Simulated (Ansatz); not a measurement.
# Reading a saddle point

A first-order saddle point of SiNH8F, singlet, PBE0-D4/def2-TZVP, with one imaginary mode of 830i cm⁻¹:

Si1  (-0.450, 0.038, -1.006)
H2  (0.207, -1.497, -0.164)
H3  (0.438, -0.470, -2.079)
H4  (-0.842, 1.391, -1.566)
H5  (-1.767, -0.584, -0.749)
H6  (0.324, 0.141, 1.316)
N7  (0.373, 0.841, 0.489)
H8  (0.199, -1.465, 0.804)
F9  (0.227, -1.146, 1.956)
H10  (-0.064, 1.732, 0.704)
H11  (1.355, 1.019, 0.295)
(Å)

Computed with Ansatz 0.2.0 (basis: def2-TZVPP and def2-QZVPP); correlated methods freeze the cores. Extrapolation: Hartree–Fock as exp(−7.88 √X), correlation as X^−2.97.

Which contacts change along the imaginary mode, and what lies on either side? (A judgement: the text doesn't fix the answer.)

The calculation gives: The step is SiH₄ + NH₃ + HF → SiNH₅ ([NH2][SiH3]) + HF + H₂, with the molecules in contact on both sides. Shortening one way: Si1–N7, H2–H8, H6–F9; lengthening the same way: Si1–H2, H6–N7, H8–F9.
```tsv
pair	one side (Å)	saddle (Å)	other side (Å)
Si1–N7	4.19	1.89	1.76
H2–H8	3.47	0.97	0.75
H6–F9	3.14	1.44	0.96
Si1–H2	1.48	1.87	3.91
H6–N7	1.01	1.08	1.68
H8–F9	0.97	1.20	2.48
```

Which side is lower, and how far does the saddle lie above each? (An estimate is asked for; the value comes from the calculation.)

By the calculation: The side with Si1–N7, H2–H8, H6–F9 short is lower by 0.051 eV; the saddle lies 1.686 eV above it and 1.635 eV above the other (CCSD(T) at an estimated basis limit (MP2 extrapolated from triple and quadruple zeta, plus CCSD(T) − MP2 in triple zeta); electronic energies).

The T1 diagnostic stays at or below 0.012.

Labels in which every atom is bracketed show which atoms are joined, not bond orders.

For scale, one of the runs: CCSD(T)/def2-TZVPP, 216 basis functions, launched by `ansatz run in.yaml --threads 4 --pin off --events-out ev --progress --plain --max-ram 9574MiB`. The run took 40 s on 4 CPU threads of an Arm Neoverse V2 (shared host), with 3.2 GiB of host memory at its peak.
